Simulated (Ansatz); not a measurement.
Ansatz (a quantum-chemistry and plane-wave program) input (CCSD(T)/cc-pwCVTZ): A basis named .json is the Basis Set Exchange file of that set (core-valence sets with the plain set on hydrogen).

Ansatz 0.2 input:
```yaml
crystal:
  periodic: [false, false, false]
  atoms:
    - {symbol: C, position_ang: [0.01909113, 0.15267994, -1.32752912]}
    - {symbol: Cl, position_ang: [-0.01118660, 0.00667210, 0.64763898]}
    - {symbol: H, position_ang: [0.90111306, -0.49482969, -1.50763755]}
    - {symbol: H, position_ang: [-0.82548774, -0.53467571, -1.53705043]}
basis:
  gaussian:
    orbitals: cc-pwCVTZ.json
total_charge: -1
magnetization: {spin_polarized: false}
correlation: {method: ccsd_t, electrons: outside_noble_gas}
```

Output:

```
Functional definition: HF
integrals: 0.23 GiB planned
756 factors; integrals over basis functions are off by at most 1.0e-3 eV
mean field: 0.30 GiB planned
mean field evaluation 1: about -13563.6229 eV, gradient 1.8e1 eV
mean field evaluation 2: about -13563.6248 eV, gradient 1.8e1 eV
mean field evaluation 4: about -13564.5645 eV, gradient 1.8e0 eV
mean field evaluation 8: about -13564.5922 eV, gradient 2.1e-3 eV
mean field evaluation 16: about -13564.5880 eV, gradient 5.5e-1 eV
mean field -13564.59222804 eV, -498.4895699695 hartree, gradient 9.3e-6 eV, S^2 0.000000; 0 other end points of the search recorded, 0 dependent functions left out
6 core orbitals not correlated
reference -13564.59222804 eV, -498.4895699695 hartree; 7, 7 occupied and 117, 117 virtual orbitals, 756 factors
second order -10.35833398 eV of doubles, -0.00000000 eV of singles
coupled cluster: 0.47 GiB planned
cycle   1  -10.82359378 eV  change   -4.7e-1 eV  update   6.8e-2
cycle   2  -11.08151858 eV  change   -2.6e-1 eV  update   2.1e-2
cycle   3  -11.13702656 eV  change   -5.6e-2 eV  update   1.1e-2
cycle   4  -11.13224943 eV  change    4.8e-3 eV  update   3.1e-3
cycle   5  -11.13219156 eV  change    5.8e-5 eV  update   1.2e-3
cycle   6  -11.13214203 eV  change    5.0e-5 eV  update   4.3e-4
cycle   7  -11.13206626 eV  change    7.6e-5 eV  update   1.7e-4
cycle   8  -11.13211846 eV  change   -5.2e-5 eV  update   9.0e-5
cycle   9  -11.13209361 eV  change    2.5e-5 eV  update   3.7e-5
cycle  10  -11.13209141 eV  change    2.2e-6 eV  update   1.5e-5
perturbative correction -0.48487191 eV, -0.0178187142 hartree
Total energy: -13576.20919136 eV, -498.9164854973 hartree
```
